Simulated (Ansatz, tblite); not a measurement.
**The cluster MgF3−: one state, many levels**

An exercise on one series of results from a longer session: the logs are not shown, and one member is left open.

Method: as each input shows; program: Ansatz 0.2.0, Gaussian basis.

Plan: GFN1-xTB, GFN2-xTB, PBE-D4/def2-TZVPD, r2SCAN-D4/def2-TZVPD, HSE06-D4/def2-TZVPD, LC-ωPBE/def2-TZVPD, r2SCAN0-D4/def2-TZVPD, PBE-QIDH/def2-TZVPD, LDA/def2-TZVPD, PBE-D4/def2-SVPD, PBE0-D4/def2-SVPD, HF/6-31G, B3LYP-D4/6-31G, CCSD(T)/def2-TZVPPD, MP2/def2-TZVPD, RPA/def2-TZVPD.

## The relaxed structure

The geometry is that of the singlet, from an earlier relaxation (r2SCAN-D4/def2-TZVPD). At that level it is the lowest of the isomers that a small search found.

4 atoms, charge -1, spin multiplicity 1.

Bond lengths: Mg1–F2 1.818 Å, Mg1–F3 1.818 Å, Mg1–F4 1.818 Å. Angles: F2–Mg1–F3 120.0°, F2–Mg1–F4 120.0°, F3–Mg1–F4 120.0°.

Geometry (Å):

```xyz
4

Mg   -0.00061   -0.00147   -0.00023
F    -0.79673   -0.07909    1.63276
F    -0.85191    0.80662   -1.38917
F     1.64924   -0.72606   -0.24336
```

The ion is computed in the gas phase, without counter-ions or solvent.

PBE0-D4/def2-TZVPD was run before; its log isn't repeated, and its numbers join the tables.

The first run:

Tight binding, by tblite at 300 K electronic temperature and without a spin-polarisation term:

```python
tblite.interface.Calculator('GFN1-xTB', numbers, positions, charge=-1, uhf=0).singlepoint()
```

Tight binding, by tblite at 300 K electronic temperature and without a spin-polarisation term:

```python
tblite.interface.Calculator('GFN2-xTB', numbers, positions, charge=-1, uhf=0).singlepoint()
```

start.molden holds the orbitals of an earlier run on this state, given as this run's starting guess.

Contents of in.yaml:

```yaml
crystal:
  periodic: [false, false, false]
  atoms:
    - {symbol: Mg, position_ang: [-0.000606, -0.001467, -0.000228]}
    - {symbol: F, position_ang: [-0.796729, -0.079094, 1.632760]}
    - {symbol: F, position_ang: [-0.851909, 0.806619, -1.389172]}
    - {symbol: F, position_ang: [1.649244, -0.726057, -0.243360]}
basis:
  gaussian: {orbitals: def2-TZVPD, initial_orbitals: start.molden}
total_charge: -1
hamiltonian: {xc: pbe, dispersion: d4}
scf: {omitted_lower_state_checks: [starts]}
output: {orbitals: {seedname: orbitals}}
```

The run is started by

```sh
> ansatz run in.yaml --threads 4 --pin off --events-out ev --progress --plain --max-ram 3916MiB
```

Among the steps run: PBE-D4/def2-TZVPD; r2SCAN-D4/def2-TZVPD; HSE06-D4/def2-TZVPD; LC-ωPBE/def2-TZVPD; r2SCAN0-D4/def2-TZVPD; PBE-QIDH/def2-TZVPD; LDA/def2-TZVPD; PBE-D4/def2-SVPD; PBE0-D4/def2-SVPD; HF/6-31G; B3LYP-D4/6-31G; CCSD(T)/def2-TZVPPD; MP2/def2-TZVPD; RPA/def2-TZVPD.

One of the session's tables, all rows but one given; the rest of the session is left out.

It belongs to the step «Levels side by side». 

```
                level  HOMO (eV)  LUMO (eV)  gap (eV)
             HF/6-31G      -8.73       6.74     15.47
       LDA/def2-TZVPD      -2.61       3.14      5.75
     PBE-D4/def2-SVPD      -2.42       3.24      5.66
    PBE-D4/def2-TZVPD      -2.36       3.20      5.56
 r2SCAN-D4/def2-TZVPD          ?          ?         ?
       B3LYP-D4/6-31G      -2.77       4.38      7.15
    PBE0-D4/def2-SVPD      -4.37       3.85      8.22
   PBE0-D4/def2-TZVPD      -4.29       3.81      8.09
r2SCAN0-D4/def2-TZVPD      -4.60       4.13      8.72
  HSE06-D4/def2-TZVPD      -3.87       3.50      7.37
   LC-ωPBE/def2-TZVPD      -7.20       4.52     11.72
```

Q: Estimate the row for r2SCAN-D4/def2-TZVPD from the others.

The run gave: HOMO (eV): -2.74; LUMO (eV): 3.75; gap (eV): 6.49. In the column «HOMO (eV)» it lies between B3LYP-D4/6-31G (-2.77) and LDA/def2-TZVPD (-2.61).
